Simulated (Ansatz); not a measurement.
Relaxation of H8NPSi (11 atoms, charge 0, multiplicity 1), to a largest force component of 0.03 eV/Å in at most 50 steps.

Computed with RKS PBE-D4/def2-SVP in Ansatz.

```xyz
11
Properties=species:S:1:pos:R:3
Si -1.227 -0.347 -0.230
N 1.492 -0.034 1.289
H -1.545 0.371 1.051
H -0.531 -1.654 0.022
H -2.549 -0.701 -0.866
H 1.308 0.245 0.319
P -0.303 1.051 -1.674
H 0.809 0.468 1.869
H 1.251 -1.030 1.359
H 0.751 1.563 -0.841
H 0.544 0.068 -2.297
```

Problem. Where does it end, and by what steps?

Solution. It converged. The force dipped under the threshold on the way, but the program's further checks kept it going. After 18 steps the energy has fallen by 0.188 eV; H6 moved furthest, 1.19 Å.

| step | energy less start (eV) | largest force component (eV/Å) | accepted |
| --- | --- | --- | --- |
| 0 | 0.0000 | 0.773 | yes |
| 1 | -0.1096 | 0.242 | yes |
| 2 | -0.1255 | 0.433 | yes |
| 3 | -0.1509 | 0.182 | yes |
| 4 | -0.1659 | 0.086 | yes |
| 5 | -0.1794 | 0.101 | yes |
| 6 | -0.1651 | 0.702 | no |
| 7 | -0.1837 | 0.056 | yes |
| 8 | -0.1843 | 0.195 | yes |
| 9 | -0.1861 | 0.076 | yes |
| 10 | -0.1866 | 0.039 | yes |
| 11 | -0.1870 | 0.018 | yes |
| 12 | -0.1874 | 0.045 | yes |
| 13 | -0.1876 | 0.044 | yes |
| 14 | -0.1879 | 0.032 | yes |
| 15 | -0.1881 | 0.033 | yes |
| 16 | -0.1882 | 0.034 | yes |
| 17 | -0.1881 | 0.049 | no |
| 18 | -0.1884 | 0.024 | yes |

```xyz
11
Properties=species:S:1:pos:R:3
Si -1.535 -0.389 -0.383
N 1.762 -0.014 1.602
H -1.890 0.260 0.927
H -0.784 -1.665 -0.097
H -2.803 -0.732 -1.115
H 2.328 0.472 0.894
P -0.344 1.126 -1.601
H 0.995 0.629 1.839
H 1.324 -0.807 1.117
H 0.768 0.998 -0.689
H 0.179 0.121 -2.493
```

Time of the run: 16 s on 2 threads of Intel(R) Xeon(R) Platinum 8488C (Sapphire Rapids), with other jobs on the host, peak memory 0.14 GiB.
